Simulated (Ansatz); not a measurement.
Molecule: propane, C$_{3}$H$_{8}$, charge 0, multiplicity 1. SMILES: CCC
Geometry: optimised at B3LYP-D3(BJ)/def2-TZVP (Ansatz, an electronic-structure program).

Wanted: atomisation energy, in kcal/mol. Conventions: atomisation electronic, to ground-state atoms; no spin-orbit coupling; six Cartesian d functions in 6-31G* and its kin unless marked 5d; 6-311+G** with 5d; LANL2DZ all-electron up to Ne; frozen cores in correlated levels; open shells spin-unrestricted; non-relativistic. CBS marks a two-point X^-3 extrapolation of the correlation energy; Hartree-Fock from the larger set. [CCSD(T)-MP2]/basis is that difference in the basis named. Ab initio and DFT rows: single points at B3LYP-D3(BJ) geometries (Ansatz).

Coupled cluster (Ansatz) is a level with limits of its own, used here on species with T1 under 0.025 (0.045 for open shells) and stable references: RI-MP2/CBS(cc-pVTZ,cc-pVQZ)+[CCSD(T)-MP2]/cc-pVTZ.

Value to compare with, RI-MP2/CBS(cc-pVTZ,cc-pVQZ)+[CCSD(T)-MP2]/cc-pVTZ (Ansatz): 1007.0 kcal/mol.

```json
[
 {"level": "MP2/STO-3G", "program": "Ansatz", "atomisation energy (kcal/mol)": "1057.8", "difference": "50.8"},
 {"level": "MP2/3-21G", "program": "Ansatz", "atomisation energy (kcal/mol)": "883.6", "difference": "-123.4"},
 {"level": "MP2/LANL2DZ", "program": "Ansatz", "atomisation energy (kcal/mol)": "868.2", "difference": "-138.8"},
 {"level": "MP2/6-31G*", "program": "Ansatz", "atomisation energy (kcal/mol)": "925.9", "difference": "-81.1"},
 {"level": "MP2/6-311+G**", "program": "Ansatz", "atomisation energy (kcal/mol)": "960.7", "difference": "-46.3"}
]
```

Among the 5 habitual levels, MP2/LANL2DZ lies farthest from RI-MP2/CBS(cc-pVTZ,cc-pVQZ)+[CCSD(T)-MP2]/cc-pVTZ (Ansatz) (-138.8 kcal/mol) and MP2/6-311+G** nearest (-46.3); 1 of 5 lie above it, and their mean absolute difference is 88.1 kcal/mol, the median 81.1. One case shows no general order.

The sets are all those run for this method; runs whose electronic state is in doubt are left out.
